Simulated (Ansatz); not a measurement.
# CHOSi+ (singlet): from Hartree-Fock to the top rungs, cc-pVDZ

Aim: climb from Hartree-Fock through coupled cluster and multireference methods for CHOSi+ (singlet) at one geometry and basis, and see what each rung misses.

The runs use Ansatz 0.2.0, Gaussian basis; cc-pVDZ, core rule «outside noble gas», up to 7 orbitals frozen.

To be run: UHF; CCSD(T) on RHF; CCSD(T) on UHF; BCCD(T) on RHF; CISD; CCSDT(Q) on RHF; CCSDT(Q) on UHF; CASSCF and MRCISD+Q, 8 electrons in 8 orbitals; CASSCF and NEVPT2, 8 electrons in 8 orbitals.

25 further runs of the same task are left out: 9 that didn't finish, 16 set aside as unsound or not needed.

## (1) The system

The geometry is a PBE0/def2-TZVP stationary point (not a proven minimum) of the parent state, kept for this charge and spin.

4 atoms, charge 1, spin multiplicity 1.

Atoms are counted from 1 here; the program's logs count them from 0.

Bond lengths: O1–C2 1.143 Å, C2–Si3 1.838 Å, Si3–H4 1.523 Å. Angles: O1–C2–Si3 173.7°, C2–Si3–H4 83.4°.

## (2) UHF

File in.yaml:

```yaml
crystal:
  periodic: [false, false, false]
  atoms:
    - {symbol: O, position_ang: [0.000000, 0.008101, 1.755319]}
    - {symbol: C, position_ang: [0.000000, 0.052092, 0.612788]}
    - {symbol: Si, position_ang: [0.000000, -0.078659, -1.220644]}
    - {symbol: H, position_ang: [0.000000, 1.442456, -1.152508]}
basis:
  gaussian: {orbitals: cc-pVDZ}
total_charge: 1
magnetization: {spin_polarized: true, initial_magnetization: 0}
hamiltonian: {xc: hf}
output: {orbitals: {seedname: orbitals}}
```

On the command line:

```sh
$ ansatz run in.yaml --threads 1 --pin off --events-out ev --progress --plain --max-ram 2393MiB
```

Further steps of the session: CCSD(T) on RHF; CCSD(T) on UHF; BCCD(T) on RHF; CISD; CCSDT(Q) on RHF; CCSDT(Q) on UHF; CASSCF and MRCISD+Q, 8 electrons in 8 orbitals; CASSCF and NEVPT2, 8 electrons in 8 orbitals.

**Question.** What will the summary of the whole plan be? Wanted: RCCSDT(Q) below the RHF energy; RMP2 from RCCSDT(Q); UMP2 from RCCSDT(Q); RCCSD from RCCSDT(Q); RCCSD(T) from RCCSDT(Q); UCCSD(T) from RCCSDT(Q); UCCSDT(Q) from RCCSDT(Q); MRCISD+Q frontier from RCCSDT(Q); T1 diagnostic.

The runs gave:

```
                         quantity            value
   RCCSDT(Q) below the RHF energy      -11.3012 eV
              RMP2 from RCCSDT(Q)  +24.66 kcal/mol
              UMP2 from RCCSDT(Q)  +28.32 kcal/mol
             RCCSD from RCCSDT(Q)  +11.80 kcal/mol
          RCCSD(T) from RCCSDT(Q)   +1.71 kcal/mol
          UCCSD(T) from RCCSDT(Q)   +1.85 kcal/mol
         UCCSDT(Q) from RCCSDT(Q)    0.00 kcal/mol
 MRCISD+Q frontier from RCCSDT(Q)   +1.99 kcal/mol
levels within 1 kcal/mol (43 meV)        UCCSDT(Q)
                    T1 diagnostic            0.021
```

RCCSD(T) lands +1.71 kcal/mol from the yardstick (0.7 % of the correlation energy). These misses are within one basis, not against nature.
